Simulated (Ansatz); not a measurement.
A relaxation, step by step

CHSSi (SMILES [Si+]#CS) (charge +1), singlet, PBE0-D4/def2-SVP (Ansatz 0.2.0). Settings:

```yaml
hamiltonian: {xc: pbe0, dispersion: d4}
relax: {f_tol: 0.2, max_steps: 80, max_displacement: 0.5}
```

Start (the SMILES describes the start alone):

| atom | x (Å) | y (Å) | z (Å) |
| --- | --- | --- | --- |
| Si1 | -1.9237 | 0.2083 | 1.1359 |
| C2 | -0.3659 | -0.0721 | 0.1464 |
| S3 | 0.6796 | 0.2130 | -0.9833 |
| H4 | 1.6027 | -0.6770 | -0.5822 |

```json
{"step": "1", "energy less the last (meV)": "203.0", "largest force component (eV/Å)": "2.975"}
{"step": "2", "energy less the last (meV)": "50.0", "largest force component (eV/Å)": "1.167"}
{"step": "3", "energy less the last (meV)": "12.9", "largest force component (eV/Å)": "0.278"}
{"step": "4", "energy less the last (meV)": "0.0", "largest force component (eV/Å)": "0.172"}
```

Step 2, positions (Å) and forces (eV/Å):

```tsv
atom	x	y	z	Fx	Fy	Fz
Si1	-1.921	0.205	1.127	0.751	-0.235	-0.373
C2	-0.406	-0.045	0.165	-1.167	0.395	0.534
S3	0.672	0.200	-0.966	0.081	0.034	-0.139
H4	1.647	-0.687	-0.609	0.335	-0.195	-0.021
```

Step 3, positions (Å) and forces (eV/Å):

| atom | x | y | z | Fx | Fy | Fz |
| --- | --- | --- | --- | --- | --- | --- |
| Si1 | -1.904 | 0.188 | 1.126 | -0.104 | -0.071 | 0.159 |
| C2 | -0.436 | -0.009 | 0.161 | 0.145 | 0.158 | -0.278 |
| S3 | 0.670 | 0.193 | -0.961 | -0.016 | -0.070 | 0.083 |
| H4 | 1.663 | -0.700 | -0.609 | -0.024 | -0.016 | 0.037 |

Last step (4):

```
4
angstrom
Si -1.8919 0.1605 1.1472
C -0.4498 0.0344 0.1259
S 0.6790 0.1899 -0.9698
H 1.6553 -0.7126 -0.5865
```

The run took about 8.6 s on 2 CPU threads of an Intel Xeon (shared host).
